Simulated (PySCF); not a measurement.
# SFOH: structure of the triplet

Where does triplet SFOH go from a bent start, is the end point a minimum, and what are its modes, charges and moments?

The runs use PySCF 2.14.0; PBE0, basis S def2-TZVP, F def2-TZVP, O def2-TZVP, H def2-TZVP, no relativity, density fitting.

## Step 1: The system as given

4 atoms, charge 0, spin multiplicity 3.

Bond lengths: S1–F2 1.670 Å, S1–O3 1.660 Å, O3–H4 0.960 Å. Angles: F2–S1–O3 110.0°, S1–O3–H4 130.0°.

Coordinates in bohr (charge 0 multiplicity 3):
```
S     0.0000    0.0000    0.0000
F     2.5851    0.0000    1.8102
O    -2.5696    0.0000    1.7992
H    -3.5249    1.3897    2.4682
```

## Step 2: The SCF at the typed geometry

The steps below are one call of a driver around PySCF. For each, scf.py gives the equivalent set-up of the SCF; relaxations use the driver's own optimiser. After this first run the driver tries any further starts and a stability analysis.

File scf.py:

```python
from pyscf import gto, scf, dft
mol = gto.M(atom='''
S      0.000000     0.000000     0.000000
F      1.368000     0.000000     0.957900
O     -1.359800     0.000000     0.952100
H     -1.865300     0.735400     1.306100''',
    basis={'S': 'def2-TZVP', 'F': 'def2-TZVP', 'O': 'def2-TZVP', 'H': 'def2-TZVP'},
    charge=0, spin=2)
mf = dft.UKS(mol, xc='PBE0')
mf.grids.atom_grid = (50, 194)
aux = {'S': 'def2-universal-JKFIT', 'F': 'def2-universal-JKFIT', 'O': 'def2-universal-JKFIT', 'H': 'def2-universal-JKFIT'}
mf = mf.density_fit(auxbasis=aux)
mf.conv_tol = 1e-08
mf.diis_space = 10
mf.max_cycle = 60
mf.init_guess = 'minao'
mf.verbose = 4
mf.kernel()
```

Command:

```sh
> OMP_NUM_THREADS=4 python axn.py task.json out
```

Standard output:

```text
init E= -573.802695235191
[... the frontier-level lines of each cycle are left out ...]
cycle= 1 E= -573.372133537431  delta_E= 0.431  |g|= 0.566  |ddm|= 1.65
cycle= 2 E= -573.032553785662  delta_E= 0.34  |g|= 1.13  |ddm|= 0.839
cycle= 3 E= -573.482550161517  delta_E= -0.45  |g|= 0.0792  |ddm|= 0.575
cycle= 4 E= -573.483166130724  delta_E= -0.000616  |g|= 0.0741  |ddm|= 0.0869
cycle= 5 E= -573.48502122931  delta_E= -0.00186  |g|= 0.0149  |ddm|= 0.0545
cycle= 6 E= -573.485138898343  delta_E= -0.000118  |g|= 0.00303  |ddm|= 0.0154
cycle= 7 E= -573.485146908477  delta_E= -8.01e-06  |g|= 0.00124  |ddm|= 0.00718
cycle= 8 E= -573.485148235321  delta_E= -1.33e-06  |g|= 0.000353  |ddm|= 0.00198
cycle= 9 E= -573.485148363449  delta_E= -1.28e-07  |g|= 0.000112  |ddm|= 0.000749
cycle= 10 E= -573.485148382052  delta_E= -1.86e-08  |g|= 4.64e-05  |ddm|= 0.000383
cycle= 11 E= -573.485148387428  delta_E= -5.38e-09  |g|= 2.53e-05  |ddm|= 0.000266
Extra cycle  E= -573.485148389492  delta_E= -2.06e-09  |g|= 2.38e-05  |ddm|= 0.000176
converged SCF energy = -573.485148389492  <S^2> = 2.0070552  2S+1 = 3.0046998
```

This step, with its further starts and checks, needed 8.6 s of wall time on 4 threads of Arm Neoverse V1, shared host.

The starts that the driver tried:

| start | energy (Eh) |
| --- | --- |
| the minimal-basis guess | -573.485148 |
| a thermally smeared density | -573.485148 |
| a smeared PBE density | -573.485148 |

No lower solution of this spin turned up from the other starts or in the test of internal stability.

## Step 3: Relaxation: bent start, triplet

The program finds C1 symmetry in the start. Threshold on the gradient: 0.0003 Eh/bohr, with a further test on the energy change.

scf.py: that of step 2 with these lines changed.

```diff
@@ -3,4 +3,4 @@
-S      0.000000     0.000000     0.000000
-F      1.368000     0.000000     0.957900
-O     -1.359800     0.000000     0.952100
-H     -1.865300     0.735400     1.306100''',
+S     -0.034720    -0.010904    -0.511137
+F      1.333280    -0.010904     0.446763
+O     -1.394520    -0.010904     0.440963
+H     -1.900020     0.724496     0.794963''',
@@ -16 +15,0 @@
-mf.init_guess = 'minao'
```

The optimiser's trace:

```
step  energy (Eh)  change (kJ/mol)  largest gradient (Eh/bohr)
   0  -573.485148             0.00                     0.06533
   1  -573.512800           -72.60                     0.02801
   2  -573.523485          -100.65                     0.05161
   3  -573.526449          -108.43                     0.03078
   4  -573.534969          -130.80                     0.01976
   5  -573.539111          -141.68                     0.01531
   6  -573.541405          -147.70                     0.01609
   7  -573.542347          -150.17                     0.00949
   8  -573.542805          -151.38                     0.00416
   9  -573.542870          -151.55                     0.00052
  10  -573.542875          -151.56                     0.00133
  11  -573.542882          -151.58                     0.00067
  12  -573.542884          -151.58                     0.00036
  13  -573.542885          -151.59                     0.00004
```

The walk took 18 s.

Geometry (Å) and forces (eV/Å) at some steps:

```
step 0
S   -0.035  -0.011  -0.511  -3.098   0.549   0.366
F    1.333  -0.011   0.447   3.359  -0.088   0.869
O   -1.395  -0.011   0.441  -0.460  -1.171  -0.867
H   -1.900   0.725   0.795   0.199   0.710  -0.368
step 1
S   -0.091   0.022  -0.408  -0.031   0.127   1.439
F    1.530  -0.030   0.406   0.635   0.057  -0.654
O   -1.507  -0.051   0.408  -1.109  -0.039  -0.481
H   -1.928   0.751   0.766   0.505  -0.145  -0.304
step 7
S   -0.018  -0.125  -0.084  -0.423  -0.147   0.071
F    1.628   0.044   0.254   0.229   0.100   0.012
O   -1.683   0.053   0.163   0.016   0.488   0.276
H   -1.922   0.720   0.838   0.178  -0.441  -0.358
step 13
S   -0.036  -0.160  -0.067   0.001  -0.002   0.000
F    1.626   0.066   0.252   0.001   0.002   0.000
O   -1.685   0.079   0.142  -0.002   0.000   0.000
H   -1.901   0.707   0.845   0.000   0.000   0.000
```

After 13 steps and 151.6 kJ/mol it ends at Cs: O–H 0.967 Å, S–F 1.707 Å, S–O 1.679 Å; F–S–O 156.0°, H–O–S 113.7°.

## Step 4: Frequencies

On the finer grid the gradient is checked again; gradients at displacements of ±0.02 bohr then give force constants and infrared intensities.

scf.py: that of step 3 with these lines changed.

```diff
@@ -3,4 +3,4 @@
-S     -0.034720    -0.010904    -0.511137
-F      1.333280    -0.010904     0.446763
-O     -1.394520    -0.010904     0.440963
-H     -1.900020     0.724496     0.794963''',
+S     -0.048727    -0.132540    -0.151851
+F      1.613005     0.093792     0.166793
+O     -1.697816     0.107196     0.057514
+H     -1.913565     0.734996     0.760001''',
@@ -10 +10 @@
-mf.grids.atom_grid = (50, 194)
+mf.grids.atom_grid = (75, 302)
@@ -13 +13 @@
-mf.conv_tol = 1e-08
+mf.conv_tol = 1e-10
```

This SCF starts from the last density.

Log of the central SCF (cycles and frontier levels):

```text
init E= -573.542884114638
[... the frontier-level lines of each cycle are left out ...]
cycle= 1 E= -573.542884114554  delta_E= 8.37e-11  |g|= 1.88e-05  |ddm|= 1.27e-05
cycle= 2 E= -573.542884114201  delta_E= 3.53e-10  |g|= 3.81e-05  |ddm|= 2.61e-05
cycle= 3 E= -573.542884114666  delta_E= -4.65e-10  |g|= 1.84e-06  |ddm|= 1.78e-05
cycle= 4 E= -573.542884114664  delta_E= 2.05e-12  |g|= 1.02e-07  |ddm|= 9.53e-07
Extra cycle  E= -573.542884114663  delta_E= 7.96e-13  |g|= 1.22e-07  |ddm|= 2.03e-07
converged SCF energy = -573.542884114663  <S^2> = 2.0060937  2S+1 = 3.0040597
```

The whole step took 41 s.

Geometry: Cs; O–H 0.967 Å, S–F 1.707 Å, S–O 1.680 Å; F–S–O 156.0°, H–O–S 113.7°.

Modes, for the most abundant isotopes:

```json
{"symmetry": "a'", "ω (cm⁻¹)": "274", "IR (km/mol)": "9.7", "μ (u)": "6.94"}
{"symmetry": "a''", "ω (cm⁻¹)": "366", "IR (km/mol)": "137", "μ (u)": "1.64"}
{"symmetry": "a'", "ω (cm⁻¹)": "578", "IR (km/mol)": "122", "μ (u)": "19.60"}
{"symmetry": "a'", "ω (cm⁻¹)": "699", "IR (km/mol)": "303", "μ (u)": "16.77"}
{"symmetry": "a'", "ω (cm⁻¹)": "949", "IR (km/mol)": "91.8", "μ (u)": "1.15"}
{"symmetry": "a'", "ω (cm⁻¹)": "3805", "IR (km/mol)": "122", "μ (u)": "1.07"}
```

All wavenumbers are real: a minimum.

Constants and moments:

| Item | Value |
| --- | --- |
| Dipole moment | 2.39 D |
| Highest occupied level | -7.60 eV |
| Lowest empty level | -3.66 eV |
| Rotational constants | 5.128, 0.1696, 0.1642 cm⁻¹ |
| Zero-point energy | 39.9 kJ/mol |
| Principal polarisabilities | 16.1, 18.7, 42.0 bohr³ |
| Atomisation energy without zero-point energy | 980 kJ/mol |
| Principal traceless quadrupole moments about the centre of mass | -7.14, 0.30, 6.84 D Å |
| Entropy at 298.15 K and 1 bar (electronic part: spin only) | 277.4 J/(mol K) |
| Heat capacity Cp at 298.15 K | 56.7 J/(mol K) |
| Enthalpy at 298.15 K above 0 K | 12.88 kJ/mol |
| Rotational symmetry number | 1 |
| Spin squared ⟨S²⟩ | 2.006 |

Populations by atom (charges in e):

| atom | Mulliken | Löwdin | polar tensor | spin (Mulliken) | Mayer order to S1 |
| --- | --- | --- | --- | --- | --- |
| S1 | 0.37 | 0.41 | 1.06 | 1.48 | – |
| F2 | -0.29 | -0.27 | -0.66 | 0.21 | 0.87 |
| O3 | -0.41 | -0.28 | -0.73 | 0.31 | 1.09 |
| H4 | 0.33 | 0.15 | 0.33 | -0.01 | 0.04 |

Outer orbital energies (eV). α occupied: -16.08, -13.49, -13.00, -12.49, -11.71, -10.35, -7.89, -7.60; empty: 0.32, 2.46, 7.07, 7.15. β occupied: -29.38, -19.48, -15.51, -12.53, -11.76, -11.49, -10.55, -9.40; empty: -3.66, -3.21, 0.56, 2.96.

Mulliken populations on S1: s 6.00, p 9.26, d 0.33, f 0.04.

## Step 5: Results

```
                                          quantity                                                              value
                                           minimum                                                        triplet, Cs
                                          geometry  O–H 0.967 Å, S–F 1.707 Å, S–O 1.680 Å; F–S–O 156.0°, H–O–S 113.7°
                                wavenumbers (cm⁻¹)       274 (a'), 366 (a''), 578 (a'), 699 (a'), 949 (a'), 3805 (a')
                                     dipole moment                                                             2.39 D
highest occupied, lowest empty level (either spin)                                                    -7.60, -3.66 eV
                         polar-tensor charge of S1                                                            +1.06 e
                                 zero-point energy                                                        39.9 kJ/mol
                               entropy at 298.15 K                                                    277.4 J/(mol K)
         atomisation energy (no zero-point energy)                                                         980 kJ/mol
                                              ⟨S²⟩                                                              2.006
```

**Reading.** The bent start (C1) ends in a minimum of Cs symmetry. The strongest infrared band lies at 699 cm⁻¹ (a'). Most of the spin sits on S1 (Mulliken spin 1.48, against 2 for the whole molecule). Only this shape and spin were tried, so other structures or states may lie lower.

The search up to here took 68 s.
